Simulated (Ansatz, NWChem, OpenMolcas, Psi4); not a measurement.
Computed against measured: atomisation enthalpy at 298 K

10 molecules of light elements (H to F); the atomisation enthalpy at 298 K in kJ/mol, computed less measured. Shapes, held fixed at every level: PBE0-D4/def2-TZVP. Flexible molecules stand in one conformer, not always the lowest. Thermal terms are harmonic and unscaled (PBE0-D4/def2-TZVP); the spin-orbit lowering of the free atoms is taken from their spectra. Programs: Ansatz 0.2.0, NWChem 7.3.0, OpenMolcas 26.06, Psi4 1.11. A level may come from different programs for different species; with the same settings they agree closely. Measured values: Active Thermochemical Tables, CRC Handbook of Chemistry and Physics, NIST-JANAF tables.

Levels: A = HF/cc-pVTZ; B = HF/def2-TZVPP; C = revPBE/STO-3G; D = revPBE/cc-pVTZ.

| molecule | from tabulated heats | A | B | C | D |
| --- | --- | --- | --- | --- | --- |
| BOF (fluoro(oxo)borane) | 1501 | -453 | -454 | +120 | -22 |
| HCN (hydrogen cyanide) | 1278 | -480 | -478 | +24 | +5 |
| CO2 (carbon dioxide) | 1609 | -600 | -599 | -97 | +37 |
| C2HO (ethynyloxy radical) | 1723 | -589 | -588 | +119 | +49 |
| HOCN (SMILES N#CO) | 1671 | -699 | -697 | -40 | +19 |
| NF3 (nitrogen trifluoride) | 843 | -701 | -702 | +192 | +77 |
| C2H2O (SMILES C#CO) | 2026 | -691 | -689 | +145 | -4 |
| CH2O2 (formic acid) | 2030 | -716 | -715 | +9 | -3 |
| CH3N (methanimine) | 1755 | -589 | -586 | +152 | -9 |
| N2H4 (hydrazine) | 1721 | -723 | -720 | +30 | -20 |

Question: Which level does best on this set, which worst, and which err to one side?

Answer: 
```csv
level,kind,mean error,mean absolute error,worst case
HF/cc-pVTZ,Hartree–Fock,-624.1,624.1,N2H4
HF/def2-TZVPP,Hartree–Fock,-622.8,622.8,N2H4
revPBE/STO-3G,GGA,+65.4,92.8,NF3
revPBE/cc-pVTZ,GGA,+12.9,24.5,NF3
```

On this set revPBE/cc-pVTZ has the smallest mean absolute error and HF/cc-pVTZ the largest. HF/cc-pVTZ is too low in 10 of 10; HF/def2-TZVPP is too low in 10 of 10; revPBE/STO-3G is too high in 8 of 10. The heats of NF3 come from older tables and can be uncertain by 10 kJ/mol or more. The tabulated value of BOF is in doubt (older tables, estimates, or at odds with other calculations) and kept here. Over the 9 molecules whose values aren't doubted the mean absolute errors are A 643.1; B 641.6; C 89.8; D 24.8. The largest two are near a tie. Hartree–Fock lacks correlation and underbinds. Rows in very small basis sets show the basis more than the method. Spin contamination: C2HO (⟨S²⟩ up to 0.81). Open shells run unrestricted. The set is small.
